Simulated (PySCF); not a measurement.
C₄H₁₀P (charge +1).
Z-matrix (Å and degrees, PBE0-D3(BJ)/def2-SVP geometry), rows numbered from 1:
```
C 
C   1  1.3366
P   2  1.7814  1  122.43
C   3  1.7977  2  111.45  1  -117.73
C   3  1.7981  2  111.52  1   118.29
H   1  1.0950  2  122.93  3    -0.09
H   1  1.0942  2  120.47  3   179.93
H   2  1.0968  1  121.55  3  -179.89
H   3  1.4109  2  106.63  1     0.25
H   4  1.0995  3  109.51  2    57.97
H   4  1.1001  3  109.87  2   178.52
H   4  1.1005  3  109.21  2   -61.64
H   5  1.1005  3  109.20  2    61.25
H   5  1.0995  3  109.52  2   -58.38
H   5  1.1001  3  109.85  2  -178.92
```

Theory: PBE0-D3(BJ)/def2-SVP geometry optimisation, gas phase (PySCF).

Take the most abundant isotopes and a rigid rotor. The values belong to one conformer with, in the numbering `[CH2:1]=[CH:2][PH+:3]([CH3:4])[CH3:5]`, C1–C2–P3–C4 -118°.

(1) What are A, B and C (MHz)?

(2) Classify the top.

(3) Is it planar, by Δ = Ic − Ia − Ib?

(4) Give the other two planar moments, Paa and Pbb, and the rms extents of the mass along the axes.

(5) Which types of transition are allowed, and where do some lines up to J = 3 fall?

(6) Estimate the classical rotational partition function at 50 K, 298.15 K and 500 K.

## Answers

(1) Ia = 89.43, Ib = 182.11, Ic = 237.78 u·Å²; 505379 MHz·u·Å²/I gives A = 5651, B = 2775, C = 2125 MHz.

(2) An asymmetric top; Ray's κ = -0.631.

(3) Not planar: Δ = Ic − Ia − Ib = -33.76 u·Å². For a rigid frame Δ = −2 Σ m c², so Σ m c² = 16.88 u·Å² lies off the ab plane: 10.54 from hydrogen and 6.34 from heavier atoms. The atom farthest from that plane is 1.66 Å away.

(4) Paa = Σ m a² = (Ib + Ic − Ia)/2 = 165.23 and Pbb = Σ m b² = (Ia + Ic − Ib)/2 = 72.55 u·Å². With the mass M = 89.05 u, the rms extents √(P/M) along a, b and c are 1.36, 0.90, 0.44 Å.

(5) The dipole components (about the centre of mass, as the species is charged) are |μa| = 0.81 D, |μb| = 0.00 D, |μc| = 0.38 D; the mirror of this Cs structure is the ac plane, so μb vanishes by symmetry and there are no b-type lines. Intensities carry the squares of the components, which stand as 1.00 : 0.22 (a : c). Some lines, for components of 0.1 D or more:

```tsv
type	branch	J(Ka,Kc)	MHz	lower level (cm⁻¹)
a	Q	3(2,1) ← 3(2,2)	477	1.408
c	Q	3(1,3) ← 3(0,3)	1671	0.965
a	Q	2(1,1) ← 2(1,2)	1949	0.565
c	Q	2(1,2) ← 2(0,2)	2325	0.487
a	Q	3(1,2) ← 3(1,3)	3889	1.021
a	R	1(0,1) ← 0(0,0)	4901	0.000
c	R	1(1,0) ← 0(0,0)	8426	0.000
c	Q	2(2,1) ← 2(1,1)	8628	0.630
a	R	2(0,2) ← 1(0,1)	9703	0.163
a	R	2(1,1) ← 1(1,0)	10451	0.281
c	R	2(1,1) ← 1(0,1)	13976	0.163
a	R	3(0,3) ← 2(0,2)	14323	0.487
a	R	3(2,2) ← 2(2,1)	14702	0.917
c	Q	3(3,1) ← 3(2,1)	15585	1.424
c	R	3(1,2) ← 2(0,2)	19883	0.487
c	R	3(2,1) ← 2(1,1)	23806	0.630
c	R	3(3,0) ← 2(2,0)	30675	0.921
```

(6) Point group Cs, symmetry number σ = 1; q = (√π/σ)·√((kT/h)³/(ABC)), k/h = 20836.6 MHz/K: 10300 at 50 K, 150000 at 298.15 K, 326000 at 500 K.

Stationary, but not proved a minimum. Constants of a rigid frame at the computed geometry: no zero-point averaging, no centrifugal distortion. A rigid rotor knows nothing of internal rotation, which can split or shift real lines.
